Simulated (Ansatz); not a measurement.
# C5H5 radical: a ladder of functionals and wavefunction methods

Aim: compute C5H5 radical with functionals from several rungs and with coupled cluster, and see how far each lands from CCSD(T) at the basis-set limit for the atomisation energy.

Program: Ansatz 0.2.0, Gaussian basis. Level of theory: functionals in def2-TZVPP, the program's frozen cores in correlated methods. These are calculated values, not measurements.

Plan: LDA (SPW92), PBE-D4, revPBE-D4, BLYP-D4, r2SCAN-D4, B97M-V, PBE0-D4, B3LYP-D4, r2SCANh-D4, r2SCAN0-D4, HSE06-D4, BHLYP-D4, CAM-B3LYP-D4, LC-ωPBE, ωB97X-V, ωB97M-V, B2PLYP, PBE-QIDH; CCSD(T)/def2-SVP; CCSD(T)/def2-TZVPP; MP2/def2-QZVPP; extrapolation to the limit; RPA on PBE.

## (1) The relaxed structure

The geometry comes from an earlier relaxation with PBE0-D4 in a triple-zeta def2 set; it is a stationary point, not always the lowest conformer.

SMILES `[CH]1C=CC=C1`, 10 atoms, charge 0, spin multiplicity 2.

Atoms are counted from 1 here; the program's logs count them from 0.

Bond lengths: C1–C2 1.434 Å, C1–C5 1.423 Å, C1–H6 1.083 Å, C2–C3 1.360 Å, C2–H7 1.080 Å, C3–C4 1.473 Å, C3–H8 1.081 Å, C4–C5 1.366 Å, C4–H9 1.081 Å, C5–H10 1.079 Å. Angles: C2–C1–C5 109.1°, C2–C1–H6 125.4°, C5–C1–H6 125.5°, C1–C2–C3 107.2°, C1–C2–H7 125.6°, C3–C2–H7 127.1°, C2–C3–C4 108.2°, C2–C3–H8 127.0°, C4–C3–H8 124.9°, C3–C4–C5 108.4°, C3–C4–H9 124.8°, C5–C4–H9 126.8°, C1–C5–C4 107.1°, C1–C5–H10 125.9°, C4–C5–H10 127.0°.

## (2) LDA

This LDA is Slater exchange with PW92 correlation.

in.yaml reads:

```yaml
crystal:
  periodic: [false, false, false]
  atoms:
    - {symbol: C, position_ang: [0.191753, 0.465834, -1.067232]}
    - {symbol: C, position_ang: [0.228203, -0.931470, -0.746247]}
    - {symbol: C, position_ang: [-0.045011, -1.046600, 0.580990]}
    - {symbol: C, position_ang: [-0.261653, 0.304775, 1.124634]}
    - {symbol: C, position_ang: [-0.113522, 1.206508, 0.109233]}
    - {symbol: H, position_ang: [0.368481, 0.887958, -2.048354]}
    - {symbol: H, position_ang: [0.435601, -1.731402, -1.440888]}
    - {symbol: H, position_ang: [-0.098829, -1.960226, 1.156609]}
    - {symbol: H, position_ang: [-0.497326, 0.524819, 2.156936]}
    - {symbol: H, position_ang: [-0.207688, 2.279795, 0.174308]}
basis:
  gaussian: {orbitals: def2-TZVPP}
magnetization: {spin_polarized: true, initial_magnetization: 1}
hamiltonian: {xc: lda}
output: {orbitals: {seedname: orbitals}}
```

Started as:

```console
> ansatz run in.yaml --threads 2 --pin off --events-out ev --progress --plain --max-ram 22528MiB --backend cpu
```

The runs that follow: PBE-D4 (GGA); revPBE-D4 (GGA); BLYP-D4 (GGA); r2SCAN-D4 (meta-GGA); B97M-V (meta-GGA); PBE0-D4 (hybrid); B3LYP-D4 (hybrid); r2SCANh-D4 (hybrid); r2SCAN0-D4 (hybrid); HSE06-D4 (hybrid); BHLYP-D4 (hybrid); CAM-B3LYP-D4 (range-separated); LC-ωPBE (range-separated); ωB97X-V (range-separated); ωB97M-V (range-separated); B2PLYP (double hybrid); PBE-QIDH (double hybrid); CCSD(T) in def2-SVP; CCSD(T) in def2-TZVPP; MP2 in def2-QZVPP; RPA on PBE orbitals.

Q: Predict the results of all the runs planned. Wanted: atomisation energy, CCSD(T)/CBS; farthest beyond LDA; mean size of error, GGA; mean size of error, meta-GGA; mean size of error, hybrid; mean size of error, range-separated; mean size of error, double hybrid; gap, smallest and largest; T1 diagnostic.

**Answer**, as computed:

```
                               quantity                                     value
        atomisation energy, CCSD(T)/CBS                           1086.7 kcal/mol
functionals within 5.4 kcal/mol (0.5 %)               r2SCAN0-D4, ωB97X-V, B2PLYP
                    farthest beyond LDA                   PBE-D4 (+45.2 kcal/mol)
                mean size of error, GGA                             23.2 kcal/mol
           mean size of error, meta-GGA                             12.7 kcal/mol
             mean size of error, hybrid                             15.3 kcal/mol
    mean size of error, range-separated                              8.4 kcal/mol
      mean size of error, double hybrid                              6.8 kcal/mol
              gap, smallest and largest  0.57 eV (LDA (SPW92)), 8.03 eV (LC-ωPBE)
                          T1 diagnostic                                    0.0303
triples share of the correlation energy                                     4.8 %
```

What this shows: The LDA atomisation energy is off by 172.6 kcal/mol (16 %): it overbinds. PBE-D4 is off by +45.2 kcal/mol. Double hybrids carry the basis error of their MP2 part in triple zeta, and no dispersion term here, so their miss is partly the set-up's. By mean error the best rung here is double hybrid (6.8 kcal/mol) and the worst beyond LDA is GGA (23.2 kcal/mol). The gap between the best rungs is small, so their order is not settled. The reference freezes the cores and leaves out relativity and excitations past (T), so misses under about 5.4 kcal/mol can't be ranked. Hartree-Fock recovers 75 % of the binding; the rest is correlation. CCSD(T) in def2-SVP is off by -36.6 kcal/mol, more than most functionals: a good method in a small basis is no reference. The gap grows from 0.6 to 8.0 eV across the functionals, mostly with the share of exact exchange. The UHF reference is spin-contaminated (⟨S²⟩ = 0.97 against 0.75).
